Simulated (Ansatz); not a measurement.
## fcc Pd

The numbers are results of B3LYP (VWN-RPA form) in Ansatz (PAW), not measurements.

Run with plane-wave cutoff 460 eV, 14×14×14 k mesh, Fermi–Dirac smearing 0.05 eV, scalar-relativistic PAW data made under PBE.

Cell (relaxed at this level):

Pd has the cubic space group Fm-3m (No. 225), the fcc (Cu type) structure, Pearson symbol cF4. Cell: a = 3.9883 Å, b = 3.9883 Å, c = 3.9883 Å, α = 90.00°, β = 90.00°, γ = 90.00°. Pd on 4a has 12 Pd at 2.820 Å (cuboctahedral). (Neighbours: up to the widest gap in distance over summed covalent radii, below 1.35, at either atom.)
(The calculation used a cell of 1 atom; values per cell refer to that cell.)

| Property | Result |
|---|---|
| bulk modulus | 144 GPa |
| pressure derivative B′ of the bulk modulus | 5.7 |

Measured, for comparison: bulk modulus 195 GPa (zero-point energy and finite temperature contributions removed, our sources range from 187 to 198; as tabulated in doi:10.1021/acs.jctc.3c00612). Computed (rounded) less measured: bulk modulus -26 % (-23 % to -27 % over the range).

Computed values are for the static lattice.

Ansatz is an electronic-structure program.
